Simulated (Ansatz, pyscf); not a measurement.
H₂C=CH–Cl (SMILES C=CCl) → HC≡CH (SMILES C#C) + HCl (SMILES Cl), an elimination on the singlet surface: C–Cl, C–H broken, Cl–H formed. Optimised with ωB97X-D3(BJ)/def2-SVP in PySCF. Wave-function energies: Ansatz (a first-principles code), frozen core, RHF or UHF references. In kcal/mol, from the reactant's lowest minimum found.

| level | barrier | reaction energy |
|---|---|---|
| PBE0-D3(BJ)/def2-TZVP | 77.94 | +39.52 |
| M06-2X/def2-TZVP | 79.05 | +34.01 |
| CCSD(T)/cc-pV(D+d)Z | 83.05 | +32.20 |
| CCSDT(Q)/cc-pV(D+d)Z | (withheld) | (withheld) |
| CCSD(T)/cc-pV(T+d)Z | 80.03 | +30.85 |
| CCSD(T)/cc-pV(Q+d)Z | (withheld) | +31.11 |

Problem. Some entries are withheld; supply them.

Solution. 
- CCSDT(Q)/cc-pV(D+d)Z, barrier: 82.47
- CCSDT(Q)/cc-pV(D+d)Z, reaction energy: +32.13
- CCSD(T)/cc-pV(Q+d)Z, barrier: 78.88

In cc-pV(D+d)Z, going from CCSD(T) to CCSDT(Q) shifts the barrier by -0.58 and the reaction energy by -0.07 kcal/mol. With HF in the quadruple-zeta basis and the correlation energy extrapolated as X⁻³ from X = 3, 4, CCSD(T) gives 78.15 and +31.43; adding the double-zeta shift gives ΔE‡ = 77.57 and ΔE = +31.36 kcal/mol, without core correlation, relativity or geometry relaxation at these levels. The same reactants have a lower exit, to H₃C–C:–Cl [singlet] (barrier +69.05 kcal/mol at ωB97M-D3(BJ)/def2-TZVP, against +77.57 kcal/mol here). This is the saddle that the search found; another between the same sides may lie lower.
